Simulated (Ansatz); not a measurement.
# C2H2FN (fluoroacetonitrile) at 6 levels

Wanted: a comparison of 6 runs (HF/3-21G, r2SCAN/def2-SVP, SVWN5/6-311+G**, CCSDTQ/MINI, BCCD(T)/LANL2DZ, CCSD(T)/Sapporo-TZP) of C2H2FN (fluoroacetonitrile). 

The results are computed with Ansatz 0.2.0.

6 further runs of the same task are left out: 2 for a known fault of the program, 1 that didn't finish, 3 set aside as unsound or not needed.

## 1. The structure to begin with

C2H2FN: 6 atoms, total charge 0, spin state singlet. As SMILES, `N#CCF`. Geometry: relaxed at PBE0-D4/def2-TZVP.

Bond lengths: N1–C2 1.148 Å, C2–C3 1.461 Å, C3–F4 1.369 Å, C3–H5 1.094 Å, C3–H6 1.094 Å. Angles: N1–C2–C3 178.6°, C2–C3–F4 110.8°, C2–C3–H5 109.3°, C2–C3–H6 109.3°, F4–C3–H5 109.1°, F4–C3–H6 109.1°, H5–C3–H6 109.3°.

## 2. Energy and forces at HF/3-21G (run 1)

Contents of input.yaml:

```yaml
basis:
  gaussian:
    orbitals: 3-21G.json
crystal:
  periodic: [false, false, false]
  atoms:
    - {symbol: N, position_ang: [-1.529900, -1.437900, 0.378100]}
    - {symbol: C, position_ang: [-0.705300, -0.665400, 0.173900]}
    - {symbol: C, position_ang: [0.326600, 0.340600, -0.065100]}
    - {symbol: F, position_ang: [1.299700, -0.150000, -0.893200]}
    - {symbol: H, position_ang: [0.778700, 0.627700, 0.888400]}
    - {symbol: H, position_ang: [-0.127700, 1.220900, -0.528300]}
hamiltonian:
  xc: hf
accuracy: high
output: {forces: true, orbitals: {seedname: orbitals}}
```

The basis set 3-21G is read from a file made from the Basis Set Exchange's data (not shown).

On the command line:

```bash
$ ansatz run input.yaml --threads 1 --pin off --max-ram 2610MiB --events-out events.jsonl --progress --plain --runs-dir runs
```

The program printed:

```text
Warning: RAYON_NUM_THREADS=1 ignored (pool sized by the plan → 1); use --threads N
Functional definition: HF
  name "HF"
  exchange = exact_x
  correlation = 0
888 factors; integrals over basis functions are off by at most 3.4e-9 eV
mean field evaluation 1: about -6241.6887 eV, gradient 3.5e1 eV
mean field evaluation 2: about -6241.6921 eV, gradient 3.5e1 eV
mean field evaluation 4: about -6244.6877 eV, gradient 3.3e0 eV
mean field evaluation 8: about -6244.7317 eV, gradient 3.7e-1 eV
mean field -6244.73230631 eV, -229.4896794255 hartree, gradient 9.4e-8 eV, S^2 0.000000; 0 other end points of the search recorded, 0 dependent functions left out
the calculation of the forces begins
reference -6244.73230631 eV, -229.4896794255 hartree; 15, 15 occupied and 25, 25 virtual orbitals, 888 factors
Total energy: -6244.73230631 eV, -229.4896794255 hartree
Atom 0 at    -1.529900    -1.437900     0.378100 Å, force     1.167677     1.015045    -0.322334 eV/Å
Atom 1 at    -0.705300    -0.665400     0.173900 Å, force    -1.260501    -0.969086     0.401043 eV/Å
Atom 2 at     0.326600     0.340600    -0.065100 Å, force    -0.652485     0.885203     0.789363 eV/Å
Atom 3 at     1.299700    -0.150000    -0.893200 Å, force     0.874031    -0.440214    -0.743219 eV/Å
Atom 4 at     0.778700     0.627700     0.888400 Å, force    -0.293802    -0.095667    -0.421674 eV/Å
Atom 5 at    -0.127700     1.220900    -0.528300 Å, force     0.165080    -0.395280     0.296821 eV/Å
Dipole moment:     0.188339     0.642447     0.148504 e Å
```

Run time: 0.58 s. Hardware: 1 thread of Arm Neoverse V1, shared host.

## 3. Energy and gradient at r2SCAN/def2-SVP (run 2)

Contents of input.yaml:

```yaml
crystal:
  periodic: [false, false, false]
  atoms:
    - symbol: "N"
      position_ang: [-1.529900, -1.437900, 0.378100]
    - symbol: C
      position_ang: [-0.705300, -0.665400, 0.173900]
    - symbol: C
      position_ang: [0.326600, 0.340600, -0.065100]
    - symbol: F
      position_ang: [1.299700, -0.150000, -0.893200]
    - symbol: H
      position_ang: [0.778700, 0.627700, 0.888400]
    - symbol: H
      position_ang: [-0.127700, 1.220900, -0.528300]
basis:
  gaussian:
    orbitals: def2-SVP
hamiltonian:
  xc: r2scan
accuracy: high
output: {forces: true, orbitals: {seedname: orbitals}}
```

On the command line:

```bash
$ ansatz run input.yaml --threads 1 --pin off --max-ram 2610MiB --events-out events.jsonl --progress --plain --runs-dir runs
```

The program printed (excerpt; [...] marks lines left out):

```text
Warning: RAYON_NUM_THREADS=1 ignored (pool sized by the plan → 1); use --threads N
Functional definition: r2SCAN
  name "r2SCAN"
[...]
1495 factors; integrals over basis functions are off by at most 3.2e-9 eV
[...]
mean field -6304.03129703 eV, -231.6688771400 hartree, gradient 4.6e-8 eV, S^2 0.000000; 0 other end points of the search recorded, 0 dependent functions left out
[...]
reference -6304.03129748 eV, -231.6688771564 hartree; 15, 15 occupied and 51, 51 virtual orbitals, 1495 factors
Total energy: -6304.03129748 eV, -231.6688771564 hartree
Atom 0 at    -1.529900    -1.437900     0.378100 Å, force    -1.181188    -1.159032     0.270445 eV/Å
Atom 1 at    -0.705300    -0.665400     0.173900 Å, force     1.000294     1.078255    -0.188488 eV/Å
Atom 2 at     0.326600     0.340600    -0.065100 Å, force     0.151435    -0.281679    -0.213529 eV/Å
Atom 3 at     1.299700    -0.150000    -0.893200 Å, force     0.115072    -0.051648    -0.094928 eV/Å
Atom 4 at     0.778700     0.627700     0.888400 Å, force     0.092463     0.118127     0.324115 eV/Å
Atom 5 at    -0.127700     1.220900    -0.528300 Å, force    -0.178077     0.295976    -0.097616 eV/Å
Dipole moment:     0.247058     0.599216     0.092828 e Å
```

Wall time 8.1 s (1 thread of Arm Neoverse V1, shared host); peak memory 0.2 GiB.

Runs 3 to 5 aren't shown in full; the table further down has their settings and results.

## 4. A single-point energy at CCSD(T)/Sapporo-TZP (run 6)

Contents of run.yaml:

```yaml
crystal:
  periodic: [false, false, false]
  atoms:
    - symbol: "N"
      position_ang: [-1.529900, -1.437900, 0.378100]
    - symbol: C
      position_ang: [-0.705300, -0.665400, 0.173900]
    - symbol: C
      position_ang: [0.326600, 0.340600, -0.065100]
    - symbol: F
      position_ang: [1.299700, -0.150000, -0.893200]
    - symbol: H
      position_ang: [0.778700, 0.627700, 0.888400]
    - symbol: H
      position_ang: [-0.127700, 1.220900, -0.528300]
basis:
  gaussian:
    orbitals: Sapporo-TZP.json
hamiltonian:
  pseudopotentials: {relativity: none}
correlation:
  method: ccsd_t
  frozen_orbitals: {C: 1, F: 1, H: 0, "N": 1}
output: {orbitals: {seedname: orbitals}}
```

The basis set Sapporo-TZP is read from a file made from the Basis Set Exchange's data (not shown).

On the command line:

```bash
$ ansatz run run.yaml --threads 1 --pin off --max-ram 2610MiB --events-out events.jsonl --progress --plain --runs-dir runs
```

The program printed (excerpt; [...] marks lines left out):

```text
Warning: RAYON_NUM_THREADS=1 ignored (pool sized by the plan → 1); use --threads N
Functional definition: HF
  name "HF"
[...]
888 factors; integrals over basis functions are off by at most 7.0e-4 eV
[...]
mean field -6281.16813992 eV, -230.8286716135 hartree, gradient 3.6e-6 eV, S^2 0.000000; 0 other end points of the search recorded, 0 dependent functions left out
4 core orbitals not correlated: weight in the atoms' cores, before any rotation towards them, 1.000 or more for the frozen orbitals, at most 0.000 for the correlated occupied ones
reference -6281.16813992 eV, -230.8286716135 hartree; 11, 11 occupied and 133, 133 virtual orbitals, 888 factors
second order -20.38510641 eV of doubles, -0.00000000 eV of singles
cycle   1  -20.05552345 eV  change    3.3e-1 eV  update   1.0e-1
[...]
cycle   9  -20.70895361 eV  change   -2.2e-5 eV  update   1.7e-5
perturbative correction -0.87406918 eV, -0.0321214498 hartree
Total energy: -6302.75116271 eV, -231.6218330714 hartree
```

It took 48 s on 1 thread of Arm Neoverse V1, shared host; peak memory 1 GiB.

## 5. All runs side by side

```csv
run,level,task,fitting correlation,energy (Eh),HOMO energy (eV),LUMO energy (eV),HOMO–LUMO gap (eV),wall time
1,HF/3-21G,gradient,–,-229.489679,-13.12,4.51,17.63,0.58 s
2,r2SCAN/def2-SVP,gradient,–,-231.668877,-8.65,-1.15,7.50,8.1 s
3,SVWN5/6-311+G**,gradient,–,-230.254261,-8.70,-2.09,6.61,5.7 s
4,"CCSDTQ/MINI (density fitting with def2-universal-jkfit, cc-pVDZ-rifit for correlation)",energy,cc-pVDZ-rifit,-229.261805,-14.72,3.95,18.67,86 s
5,BCCD(T)/LANL2DZ (sfX2C),energy,–,-231.264380,-13.48,3.63,17.11,1.2 s
6,CCSD(T)/Sapporo-TZP,energy,–,-231.621833,-13.16,2.88,16.05,48 s
```

## 6. What came out

| quantity | value |
| --- | --- |
| run 6: total energy | -231.62183 Eh |
| run 6: HOMO energy (Hartree–Fock orbitals) | -13.16 eV |
| run 6: LUMO energy (Hartree–Fock orbitals) | 2.88 eV |
| run 6: HOMO–LUMO gap (Hartree–Fock orbitals) | 16.05 eV |
| run 6: correlation energy (4 core orbitals frozen) | -793.2 mEh |
| run 6: (T) correction | -32.12 mEh |
| run 6: T1 diagnostic | 0.012 |

Over runs 1, 2, 3 the dipole moment (its size) runs from 3.14 D (r2SCAN/def2-SVP) to 3.29 D (HF/3-21G). The two ends differ in method and basis. Over runs 1, 2, 3 the HOMO–LUMO gap runs from 6.61 eV (SVWN5/6-311+G**) to 17.63 eV (HF/3-21G). Totals of different functionals can't be ranked against each other. In run 4 the basis is minimal, so the values are rough. All runs together took 2.5 min, the longest 86 s.
